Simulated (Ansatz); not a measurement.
**H2SO4: how energies converge with the basis set**

An exercise on one series of results from a longer session: the logs are not shown, and one member is left open.

Method: one geometry, several basis sets; program: Ansatz 0.2.0, Gaussian basis.

Levels to be run: PBE0-D4/def2-SVP; ωB97M-V/def2-SVP; PBE0-D4/def2-QZVPP; ωB97M-V/def2-QZVPP; the functionals' def2-TZVPP values are taken from earlier runs.

## The geometry

An earlier PBE0-D4 in a triple-zeta def2 set relaxation fixed the geometry.

SMILES `O=S(=O)(O)O`, 7 atoms, charge 0, spin multiplicity 1.

Atoms are counted from 1 here; the program's logs count them from 0.

Bond lengths: O1–S2 1.409 Å, S2–O3 1.426 Å, S2–O4 1.579 Å, S2–O5 1.580 Å, O4–H6 0.966 Å, O5–H7 0.966 Å. Angles: O1–S2–O3 123.8°, O1–S2–O4 106.4°, O1–S2–O5 106.5°, O3–S2–O4 108.0°, O3–S2–O5 107.9°, O4–S2–O5 102.2°, S2–O4–H6 108.9°, S2–O5–H7 108.8°.

As a file:

```
O     0.3792   -1.5821    0.8523
S    -0.0254   -0.4697    0.0882
O    -0.9405   -0.5463   -1.0024
O    -0.5762    0.5986    1.1127
O     1.2955    0.2211   -0.4351
H    -1.2441    1.1397    0.6712
H     1.1114    0.6387   -1.2868
```

Set-up of the first run:

in.yaml

```yaml
crystal:
  periodic: [false, false, false]
  atoms:
    - {symbol: O, position_ang: [0.379230, -1.582072, 0.852285]}
    - {symbol: S, position_ang: [-0.025418, -0.469665, 0.088158]}
    - {symbol: O, position_ang: [-0.940526, -0.546299, -1.002416]}
    - {symbol: O, position_ang: [-0.576193, 0.598568, 1.112667]}
    - {symbol: O, position_ang: [1.295515, 0.221103, -0.435137]}
    - {symbol: H, position_ang: [-1.244067, 1.139651, 0.671224]}
    - {symbol: H, position_ang: [1.111449, 0.638715, -1.286782]}
basis:
  gaussian: {orbitals: def2-SVP}
hamiltonian: {xc: pbe0, dispersion: d4}
output: {orbitals: {seedname: orbitals}}
```

Started as:

```
$ ansatz run in.yaml --threads 4 --pin off --events-out ev --progress --plain --max-ram 10444MiB
```

Among the steps run: PBE0-D4 in def2-SVP; ωB97M-V in def2-SVP; PBE0-D4 in def2-QZVPP; ωB97M-V in def2-QZVPP.

One of the session's tables, all rows but one given; the rest of the session is left out.

It belongs to the step «Functionals by basis». 

```
functional       basis  HOMO (eV)  LUMO (eV)
   PBE0-D4    def2-SVP      -9.42       0.53
   PBE0-D4  def2-TZVPP      -9.66      -0.07
   PBE0-D4  def2-QZVPP          ?          ?
   ωB97M-V    def2-SVP     -11.78       2.22
   ωB97M-V  def2-TZVPP     -12.07       1.41
   ωB97M-V  def2-QZVPP     -12.13       0.87
```

**Question.** Estimate the row for PBE0-D4, def2-QZVPP.

The run gave: HOMO (eV): -9.71; LUMO (eV): -0.39. In the column «HOMO (eV)» it lies between ωB97M-V, def2-SVP (-11.78) and PBE0-D4, def2-TZVPP (-9.66).
